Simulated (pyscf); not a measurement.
A first-order saddle from PySCF, ωB97X-D3(BJ)/def2-SVP:

```
Al
O 1 1.7026
H 2 0.9591 1 128.55
H 1 1.5785 2 116.23 3 179.93
H 1 1.6434 4 123.71 2 -179.95
H 5 1.3827 4 152.46 1 -179.53
```
Charge 0, spin multiplicity 2.

Surface: doublet, charge 0. Lowest wavenumbers (cm⁻¹): 665i, 129, 211, 439, 485.

Problem. What reaction is this the transition state of?

Solution. HO–AlH₂ + H atom (H•) ⇌ [HO–AlH]• + hydrogen (H₂), a hydrogen abstraction read from left to right: Al–H broken and H–H formed. At ωB97M-D3(BJ)/def2-TZVP it lies +3.2 kcal/mol from the left side and +22.0 kcal/mol from the right (each side as separated species at their lowest minima found). One saddle was located; it need not be the lowest between these sides. The angle at the transferred H is 180°.
